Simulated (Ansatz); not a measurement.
## Breaking a bond in CH2P2 (SMILES P#CP)

CH2P2: 5 atoms, total charge 0, spin state singlet. As SMILES, `P#CP`. The shape is that of a GFN2-xTB optimisation.

```xyz
5

P    -0.1843   -1.5262    1.8555
C    -0.1794   -0.4633    0.7115
P    -0.3452    0.8380   -0.4454
H    -0.3139    0.0252   -1.5859
H     1.0227    1.1262   -0.5357
```

The C2–P3 distance is scanned; the parts on either side stay rigid. Basis STO-3G, 11 core orbitals frozen in the correlated methods; program Ansatz 0.2.0. FCI is exact within this basis and core. Energies in eV from each method's value at 1.749 Å; methods without a U are spin-restricted. The shape above is that at 1.749 Å.

| distance (Å) | r2SCAN | PBE0 | CAM-B3LYP | HSE06 | CCSD(T) | BCCD(T) | FCI |
| --- | --- | --- | --- | --- | --- | --- | --- |
| 1.749 | 0.00 | 0.00 | 0.00 | 0.00 | 0.00 | 0.00 | 0.00 |
| 2.186 | 1.16 | 1.28 | 1.28 | 1.27 | 1.03 | 1.03 | 1.02 |
| 2.624 | 3.19 | 3.48 | 3.57 | 3.46 | 2.86 | 2.87 | 2.89 |
| 3.498 | 5.70 | 6.26 | 6.66 | 6.21 | 3.50 | 3.85 | 4.21 |
| 4.373 | 6.41 | 7.10 | 7.72 | 7.02 | 2.35 | 3.63 | 4.29 |

Departure from the FCI curve at its largest: r2SCAN +2.11 eV at 4.37 Å; PBE0 +2.81 eV at 4.37 Å; CAM-B3LYP +3.42 eV at 4.37 Å; HSE06 +2.73 eV at 4.37 Å; CCSD(T) -1.94 eV at 4.37 Å; BCCD(T) -0.66 eV at 4.37 Å. The curves of CCSD(T), BCCD(T) turn over, which the reference doesn't. Restricted functionals keep the electrons paired too, and rise too high.
